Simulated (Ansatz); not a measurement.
## Pb: one input, then a changed one

The structure comes from a relaxation in the same program, started in the fcc type. Whether it is a known phase or the ground state wasn't checked. The listed cell was then made from it by scaling, straining or moving an atom.

First run: DFT, PBE, PAW with Ansatz's default frozen-core files, scalar-relativistic (Ansatz 0.2.0).

Command: `ansatz run input.yaml --threads 1 --pin off --max-ram 2048MiB --backend cpu --events-out ev --progress --plain --runs-dir out` The run took 2.5 s on 1 thread of Intel(R) Xeon(R) 6975P-C (Granite Rapids), with other jobs on the host, peak memory 0.43 GiB.

```yaml
crystal:
  lattice:
    - [0.0, 2.5454338117, 2.5454338117]
    - [2.5454338117, 0.0, 2.5454338117]
    - [2.5454338117, 2.5454338117, 0.0]
  atoms:
    - { symbol: Pb, position: [0.0, 0.0, 0.0] }
kpoints:
  mp_grid: { grid: [13, 13, 13] }
scf:
  occupations: { method: fermi_dirac, width: 0.05 }
hamiltonian:
  xc: pbe
  pseudopotentials: { kind: paw }
output:
  forces: true
  stress: true
  eigenvalues: true
  efg: { contact_densities: true }
  write_density: true
  write_potential: true
  elf: true
  volumetric_format: npy
```

Result: converged; pressure -1.05 GPa; no gap on the k mesh; 6 SCF iterations.

No spin–orbit coupling, which matters for the heavy atoms here.

A second input differs as follows:

```diff
@@ -9,5 +9,6 @@
   mp_grid: { grid: [13, 13, 13] }
 scf:
-  occupations: { method: fermi_dirac, width: 0.05 }
+  occupations: { method: fermi_dirac, width: 1.0 }
+  max_iter: 50
 hamiltonian:
   xc: pbe
@@ -18,7 +19,3 @@
   eigenvalues: true
   efg: { contact_densities: true }
-  write_density: true
-  write_potential: true
-  elf: true
-  volumetric_format: npy
```

Q: What is wrong with it, and what does the program do?

A: The fault is a smearing of electronvolts. The run converged; energy at zero smearing +3.5 meV/atom from the first run; pressure 2.92 GPa; no gap on the k mesh; 6 SCF iterations. Such numbers aren't properties of the crystal. The log ends:
```
        2.916759       0.000000      -0.000000
        0.000000       2.916759       0.000000
       -0.000000      -0.000000       2.916759
  P = ⅓ Tr σ = 2.9168 GPa (29.168 kbar)
--- PAW observables at the nuclei: V_zz in 10²¹ V/m², potentials from the cell's mean, atoms counted from 1 ---
  atom   1  Pb V_zz =    +0.000000   η = 0.0000   by run symmetry: forbidden
            electrostatic potential = -17480.558739 V   contact ρ = 16532449.782239 e/Å³
--- Band table (eV; the first three rows and the last of 84) ---
  k-point 0: bands = ["-7.2316", "-7.2316", "-7.2316", "-7.1229", "-7.1229", "-1.4313", "16.5424", "16.5424", "16.5424", "19.4644", "20.0744", "21.6533", "21.6533", "21.6533", "23.9816", "23.9816"]
  k-point 1: bands = ["-7.2314", "-7.2249", "-7.2249", "-7.1232", "-7.1232", "-1.3272", "15.2987", "16.4138", "16.4138", "19.1250", "20.7467", "21.8839", "21.8839", "22.8982", "23.3844", "23.5519"]
  k-point 2: bands = ["-7.2316", "-7.2106", "-7.2106", "-7.1198", "-7.1198", "-1.0156", "13.1203", "16.0936", "16.0936", "18.7052", "21.8534", "22.2160", "22.3057", "22.3057", "22.9615", "22.9615"]
  k-point 83: bands = ["-7.2189", "-7.2022", "-7.1569", "-7.0824", "-6.9949", "2.9698", "8.2426", "8.8585", "10.3555", "19.6902", "20.9155", "21.5795", "22.8278", "29.1930", "29.2747", "30.8034"]
```
